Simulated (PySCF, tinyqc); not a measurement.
Worked calculation: FCI on RHF in the sto-3g basis, frozen core, for LiH, spin multiplicity 1. The lowest restricted solution is unstable here: a spin-polarised one lies 0.0831 hartree lower (PySCF). One step of it, computed by the program tinyqc.

Problem. Integrals over molecular orbitals. (pq|rs) = sum C_ip C_jq C_kr C_ls (ij|kl), one index at a time.

coefficients C:
```
               MO1        MO2        MO3        MO4       MO5        MO6
1Li 1s    0.991748  -0.159156  -0.217987   0.000000  0.000000  -0.078423
1Li 2s    0.032192   0.583293   0.800476   0.000000  0.000000   0.309248
1Li 2px   0.000000   0.000000   0.000000  -0.171641  0.985160   0.000000
1Li 2py   0.000000   0.000000   0.000000   0.985160  0.171641   0.000000
1Li 2pz  -0.003788   0.266560  -0.492709   0.000000  0.000000   0.849096
2H 1s    -0.001675   0.672281  -0.394429   0.000000  0.000000  -0.665026
```

core Hamiltonian H = T + V (hartree):
```
            1Li 1s     1Li 2s    1Li 2px    1Li 2py    1Li 2pz      2H 1s
1Li 1s   -4.579085  -1.026295   0.000000   0.000000  -0.004406  -0.007222
1Li 2s   -1.026295  -1.276774   0.000000   0.000000  -0.052123  -0.150798
1Li 2px   0.000000   0.000000  -1.038490   0.000000   0.000000   0.000000
1Li 2py   0.000000   0.000000   0.000000  -1.038490   0.000000   0.000000
1Li 2pz  -0.004406  -0.052123   0.000000   0.000000  -1.071373  -0.229914
2H 1s    -0.007222  -0.150798   0.000000   0.000000  -0.229914  -0.985552
```

Two-electron integrals (ij|kl) in chemists' order, unique and non-zero (hartree):
```
(11|11) 1.680395   (21|11) 0.265420   (21|21) 0.049941   (22|11) 0.397727
(22|21) 0.092860   (22|22) 0.290562   (31|31) 0.008981   (32|31) 0.013788
(32|32) 0.064184   (33|11) 0.396640   (33|21) 0.092880   (33|22) 0.290497
(33|33) 0.312946   (41|41) 0.008981   (42|41) 0.013788   (42|42) 0.064184
(43|43) 0.016869   (44|11) 0.396640   (44|21) 0.092880   (44|22) 0.290497
(44|33) 0.279207   (44|44) 0.312946   (51|51) 0.008981   (52|51) 0.013788
(52|52) 0.064184   (53|53) 0.016869   (54|54) 0.016869   (55|11) 0.396640
(55|21) 0.092880   (55|22) 0.290497   (55|33) 0.279207   (55|44) 0.279207
(55|55) 0.312946   (61|11) 0.001523   (61|21) 0.000300   (61|22) 0.000611
(61|33) 0.000598   (61|44) 0.000598   (61|51) 0.000052   (61|52) 0.000111
(61|55) 0.000637   (61|61) 2.23e-06   (62|11) 0.025588   (62|21) 0.006152
(62|22) 0.023925   (62|33) 0.022502   (62|44) 0.022502   (62|51) 0.000799
(62|52) 0.007425   (62|55) 0.026739   (62|61) 0.000050   (62|62) 0.005830
(63|31) 0.000177   (63|32) 0.001315   (63|53) 0.000716   (63|63) 0.000176
(64|41) 0.000177   (64|42) 0.001315   (64|54) 0.000716   (64|64) 0.000176
(65|11) 0.039126   (65|21) 0.009419   (65|22) 0.036917   (65|33) 0.034601
(65|44) 0.034601   (65|51) 0.001244   (65|52) 0.011682   (65|55) 0.041499
(65|61) 0.000077   (65|62) 0.009302   (65|65) 0.014859   (66|11) 0.172990
(66|21) 0.041714   (66|22) 0.171422   (66|33) 0.160878   (66|44) 0.160878
(66|51) 0.004406   (66|52) 0.051142   (66|55) 0.192170   (66|61) 0.000331
(66|62) 0.058771   (66|65) 0.094794   (66|66) 0.774606
```

Give: one-electron integrals over orbitals h = C^T H C; Two-electron integrals over orbitals.

Solution.

one-electron integrals over orbitals h = C^T H C (hartree):
```
         1        2        3        4        5        6
1  -4.5706   0.1038   0.1544   0.0000   0.0000   0.0363
2   0.1038  -1.0964  -0.0335   0.0000   0.0000  -0.0850
3   0.1544  -0.0335  -1.0462   0.0000   0.0000   0.0012
4   0.0000   0.0000   0.0000  -1.0385   0.0000   0.0000
5   0.0000   0.0000   0.0000   0.0000  -1.0385   0.0000
6   0.0363  -0.0850   0.0012   0.0000   0.0000  -1.0146
```

Two-electron integrals over orbitals (pq|rs), unique and non-zero (hartree); the lowest 1 orbital is frozen and left out:
```
(22|22) 0.3980    (32|22) -0.0922   (32|32) 0.0658    (33|22) 0.2304
(33|32) 0.0130    (33|33) 0.2932    (42|42) 0.0220    (43|42) 0.0246
(43|43) 0.0403    (44|22) 0.2141    (44|32) 0.0382    (44|33) 0.2647
(44|44) 0.3129    (52|52) 0.0220    (53|52) 0.0246    (53|53) 0.0403
(54|54) 0.0169    (55|22) 0.2141    (55|32) 0.0382    (55|33) 0.2647
(55|44) 0.2792    (55|55) 0.3129    (62|22) -0.0893   (62|32) 0.0753
(62|33) -0.0064   (62|44) 0.0494    (62|55) 0.0494    (62|62) 0.1190
(63|22) 0.0830    (63|32) -0.0532   (63|33) -0.0295   (63|44) -0.0229
(63|55) -0.0229   (63|62) -0.0516   (63|63) 0.0607    (64|42) 0.0142
(64|43) 0.0064    (64|64) 0.0164    (65|52) 0.0142    (65|53) 0.0064
(65|65) 0.0164    (66|22) 0.3418    (66|32) -0.0452   (66|33) 0.2537
(66|44) 0.2499    (66|55) 0.2499    (66|62) -0.0305   (66|63) 0.0397
(66|66) 0.3323
```
